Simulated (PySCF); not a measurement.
An unknown is described by computed data only.

Formula: N2H4.

- Rotational structure: rotational constants A, B, C: 146.305, 24.771, 24.745 GHz [PBE0-D3(BJ)/def2-TZVP]
- XPS: N1s 405.9 (×2) eV [ΔSCF SCAN, pcX-3 on the ionised atom, pcseg-2 elsewhere, spin-free X2C]
- 1H NMR: chemical shifts (computed TMS as zero) by class: 2.59 (4 H) ppm [GIAO PBE0/pcSseg-2]
- Polarisability: 22.9 au [CAM-B3LYP/aug-cc-pVTZ]
- Dipole: 1.94 D [CAM-B3LYP/aug-cc-pVTZ]
- UV, strongest line: among the 10 lowest singlet transitions: S8 at 7.35 eV (169 nm, f = 0.054) [TDDFT CAM-B3LYP/aug-cc-pVTZ]
- Triplet: lowest triplet excitation (Tamm–Dancoff): 5.63 eV [TDA CAM-B3LYP/aug-cc-pVTZ]
- NMR, other nuclei: isotropic shieldings of nuclei other than C and H, by class: 204 (2 N) ppm [GIAO PBE0/pcSseg-2]

Gas-phase values; electronic properties from PySCF, density fitting. Levels stand in brackets. Geometry: PBE0-D3(BJ)/def2-TZVP, one conformer, isolated molecule. Each NMR value is the plain mean over a class of atoms that symmetry, rotation or inversion makes alike.

Problem. Give a SMILES that accounts for the data.

Solution. Its formula, N2H4, gives 0 degrees of unsaturation, so no ring and no π bond. All hydrogens form one class (2.59 ppm): N–H hydrogen. The other shieldings belong to: 204 ppm, hydrazine nitrogen. The core levels belong to: N1s 405.9 eV, hydrazine nitrogen. The optimised geometry has point group C2 and is an asymmetric top. Structure: `NN` (N2H4).

Shape of the structure used: `[NH2:1][NH2:2]`: H–N1–N2–H 150°, H–N1–N2–H -90°.
